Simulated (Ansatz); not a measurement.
## C2H2F3, SMILES F[CH]C(F)F: vertical energies of changing the electron count

Program: the Python package of Ansatz (0.2.0).

The script, `ip.py`:
```python
'''Removing and adding an electron on C2H2F3 at fixed geometry.'''

from dataclasses import dataclass

import ansatz as az


@dataclass(frozen=True)
class Options:
    basis_set: str = 'def2-SVPD'
    xc: str = 'hf'


settings = Options()


def single_point(molecule, charge=0, unpaired=0):
    calc = molecule.calculation().basis(gaussian=settings.basis_set).functional(settings.xc)
    if charge:
        calc = calc.charge(charge)
    if unpaired:
        calc = calc.spin('collinear', total=unpaired)
    report = calc.run(threads=1, backend='cpu').report
    if report['published_state_doubts']:
        print('  doubts:', report['published_state_doubts'])
    return report['free_energy_ev']

geometry_ang = [
    ('F', (-1.629, -1.0181, 0.2435)),
    ('C', (-0.8484, 0.0311, -0.0915)),
    ('C', (0.5827, -0.0483, 0.053)),
    ('F', (1.3124, 0.1525, -1.1287)),
    ('F', (1.0679, 0.9231, 0.875)),
    ('H', (-1.3769, 0.9061, -0.4721)),
    ('H', (0.9526, -1.0143, 0.4751)),
]
molecule = az.Crystal.molecule()
for symbol, xyz in geometry_ang:
    molecule = molecule.atom(symbol, xyz)

# total-energy differences at one geometry
parent = single_point(molecule, 0, 1)
cation = single_point(molecule, 1, 0)
print(f'E(N)   = {parent:.5f} eV')
print(f'E(N-1) = {cation:.5f} eV  (0 unpaired)')
print(f'vertical ionisation energy {cation - parent:.3f} eV')
anion = single_point(molecule, -1, 0)
print(f'E(N+1) = {anion:.5f} eV  (0 unpaired)')
print(f'vertical electron affinity {parent - anion:.3f} eV' + ('' if anion < parent else ' (unbound in this basis)'))
print(f'fundamental gap IP - EA = {cation + anion - 2 * parent:.3f} eV')
```

```console
$ python ip.py
E(N)   = -10200.75385 eV
E(N-1) = -10190.74794 eV  (0 unpaired)
vertical ionisation energy 10.006 eV
E(N+1) = -10199.91804 eV  (0 unpaired)
vertical electron affinity -0.836 eV (unbound in this basis)
fundamental gap IP - EA = 10.842 eV
```

At this unrelaxed geometry removing an electron costs 10.01 eV and an added one is unbound in this basis (by 0.84 eV).

Total energies depend on the basis set; only differences at equal settings carry meaning. The geometry is a force-field or estimated start, not a minimum of this method, and the basis set is short of its limit. All parts are taken at fixed geometry, without zero-point energy. At an unrelaxed start these energies can be a whole eV from those at the minimum, and a small affinity can change sign. The species is open-shell (spin multiplicity 2). Hartree-Fock leaves correlation out, so bond, atomisation and ionisation energies come out well too low. Only the spin states typed were run; another state of an ion can lie lower, by up to an eV or two. A negative electron affinity means that the anion is unbound here; its size hangs on the basis and tends to about zero as the basis grows, and so does its part in any gap built on it. The whole script took 3.1 s on 1 thread of Arm Neoverse V2 (shared host), peak memory 0.32 GiB.

(Lines on the test bed's own set-up are left out of the output.)
